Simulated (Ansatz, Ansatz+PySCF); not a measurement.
| atom | x (Å) | y (Å) | z (Å) |
| --- | --- | --- | --- |
| C | 0.0000 | -0.2943 | -2.3434 |
| C | 0.0000 | 0.4758 | -1.1752 |
| C | 0.0000 | -0.2879 | 0.0000 |
| C | 0.0000 | 0.4758 | 1.1752 |
| C | 0.0000 | -0.2943 | 2.3434 |
| H | 0.0000 | 0.2849 | -3.1742 |
| H | 0.8164 | -0.8939 | -2.3894 |
| H | -0.8164 | -0.8939 | -2.3894 |
| H | -0.8093 | 1.0906 | -1.1722 |
| H | 0.8093 | 1.0906 | -1.1722 |
| H | 0.8099 | -0.9038 | 0.0000 |
| H | -0.8099 | -0.9038 | 0.0000 |
| H | -0.8093 | 1.0906 | 1.1722 |
| H | 0.8093 | 1.0906 | 1.1722 |
| H | 0.0000 | 0.2849 | 3.1742 |
| H | -0.8164 | -0.8939 | 2.3894 |
| H | 0.8164 | -0.8939 | 2.3894 |

RHF-MP2 on singlet C₅H₁₂ was run in several spherical basis sets with Ansatz (development build ahead of 0.2.0). Frozen core: 5 orbitals. Caution for RHF-MP2: no unrestricted run beside it, a lower state can exist.

Rank the basis sets by the total energy that they give, lowest first, with the distance from the lowest.
A. 6-31G(d)
B. cc-pVDZ
C. def2-SVP

B (0.00 eV), A (2.14 eV), C (3.89 eV).

Totals follow the description of the cores as much as that of the bonds, so this order isn't one of quality for chemistry.
